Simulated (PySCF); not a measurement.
Molecule: `C=C/C=C\CC`, C6H10.

Cartesian coordinates in Å; atom numbers follow the order of the lines, from 1:
```xyz
16

C     3.035   -0.243   -0.406
C     1.723   -0.376   -0.237
C     0.955    0.467    0.652
C    -0.360    0.414    0.869
C    -1.355   -0.507    0.240
C    -2.406    0.283   -0.542
H     3.599    0.510    0.122
H     3.593   -0.875   -1.075
H     1.192   -1.142   -0.783
H     1.536    1.210    1.186
H    -0.797    1.122    1.564
H    -1.856   -1.075    1.030
H    -0.868   -1.219   -0.425
H    -2.922    0.983    0.111
H    -1.935    0.847   -1.344
H    -3.141   -0.391   -0.976
```

Frames of a GFN2-xTB Langevin trajectory at 400 K; GIAO PBE0/pcSseg-1 shieldings in PySCF, gas phase, non-relativistic; equivalent atoms averaged within each frame.

Referencing at the same level of theory: ¹³C (σref 186.93), ¹H (σref 31.72) against TMS. The references are static minima.

Question: How do the shifts (ppm) fluctuate along the trajectory?

Answer: 
```csv
time (fs),C2,C4,C1,C3,C5,C6,H9,H8,H10,H11
optimised geometry,139.6,143.4,124.1,136.1,26.3,16.9,6.99,5.41,6.21,5.75
250,144.9,144.2,134.4,133.2,24.1,16.1,7.39,6.78,6.61,6.25
425,137.1,143.6,125.9,131.2,32.6,12.9,6.69,4.98,6.71,6.46
625,154.5,137.0,136.6,139.0,30.2,15.7,7.62,5.51,6.88,6.34
800,132.7,142.2,120.5,149.3,21.9,12.6,7.45,5.32,7.23,5.62
1000,138.7,149.5,115.4,147.4,27.7,21.6,6.77,5.03,6.28,6.54
mean of frames,141.6,143.3,126.6,140.0,27.3,15.8,7.19,5.52,6.74,6.25
standard deviation,8.4,4.5,9.0,8.1,4.4,3.6,0.43,0.73,0.35,0.36
```

5 frames give an uncertainty of the mean of about the standard deviation over 2.2 at best, since frames this close in time may not be independent; classical motion lacks zero-point vibration, and the reference would need the same averaging.
